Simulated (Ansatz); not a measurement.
# Si2: the cost of one run

Program: the Python package of Ansatz 0.2.0. Level of theory: PBE+D4/def2-TZVP. These are calculated values, not measurements.

## (1) Starting point

Bond lengths: Si1–Si2 2.230 Å.

No structure file is read: the coordinates are typed or built in the script.

## (2) The script

si2_freq.py

```python
"""Vibrations of Si2."""

import ansatz
import numpy as np

BASIS = "def2-TZVP"
XC = "pbe"
VDW = "d4"


def main() -> None:
    geometry_ang = [
        ("Si", (0.0, 0.0, 0.0)),
        ("Si", (0.0, 0.0, 2.23)),
    ]
    si2 = ansatz.Crystal.molecule()
    for symbol, xyz in geometry_ang:
        si2 = si2.atom(symbol, xyz)

    setup = (
        si2.calculation()
        .basis(gaussian=BASIS)
        .functional(XC, dispersion=VDW)
        .spin("collinear", total=2)
        .scf(lower_state_search="off")
    )
    symbols = [site.symbol for site in si2.cartesian_sites]
    start = np.array([site.position_ang for site in si2.cartesian_sites], dtype=float)
    report = setup.relax(force_tolerance=0.003, max_steps=100).run().report
    end = np.array(report["positions_ang"])

    print("bond        before    after (A)")
    for i, j in [(0, 1)]:
        d0, d1 = (np.linalg.norm(xyz[i] - xyz[j]) for xyz in (start, end))
        print(f"{symbols[i]}{i}-{symbols[j]}{j}".ljust(10), f"{d0:8.4f} {d1:8.4f}")

    # frequencies need a stationary point, so they are taken at the relaxed geometry
    minimum = ansatz.Crystal.molecule()
    for symbol, xyz in zip(symbols, end):
        minimum = minimum.atom(symbol, xyz.tolist())
    vibrating = (
        minimum.calculation()
        .basis(gaussian=BASIS)
        .functional(XC, dispersion=VDW)
        .spin("collinear", total=2)
        .scf(lower_state_search="off")
        .phonons(temperatures=(200, 600, 100))
    )
    vib = vibrating.run().report["vibrations"]
    sums = vib["harmonic_sums"]
    modes = [m["omega_inv_cm"] for m in sums["modes_at_gamma"] if m["rigid_motion"] == "no"]
    print("frequencies (1/cm):", " ".join(f"{w:.0f}" for w in modes))
    print("imaginary modes:", sum(w < 0 for w in modes), " zero-point energy:", round(sums["zero_point_energy_ev"], 4), "eV")
    print("T (K)   F_vib (eV)   S_vib (meV/K)   C_vib (meV/K)")
    for row in zip(sums["temperatures_k"], sums["vibrational_free_energy_ev"], vib["entropy_ev_per_k"], vib["heat_capacity_ev_per_k"]):
        print(f"{row[0]:6.1f} {row[1]:11.4f} {1000 * row[2]:13.4f} {1000 * row[3]:15.4f}")


if __name__ == "__main__":
    main()
```

## (3) What the engine is handed

The package turns the script's settings into the engine's input (first run):

```yaml
crystal:
  periodic: [false, false, false]
  atoms:
    - { symbol: Si, position_ang: [0.0, 0.0, 0.0] }
    - { symbol: Si, position_ang: [0.0, 0.0, 2.23] }
basis:
  gaussian:
    orbitals: def2-TZVP
hamiltonian:
  xc: pbe
  dispersion: d4
magnetization:
  spin_polarized: true
  initial_magnetization: 2.0
scf:
  lower_state_search: "off"
relax:
  f_tol: 0.003
  max_steps: 100
```

## (4) Running it

Run with:

```
$ python si2_freq.py
```

What time and memory should one allow on 1 thread of Arm Neoverse V2, shared host?

About 11 s, with a peak of 0.19 GiB.
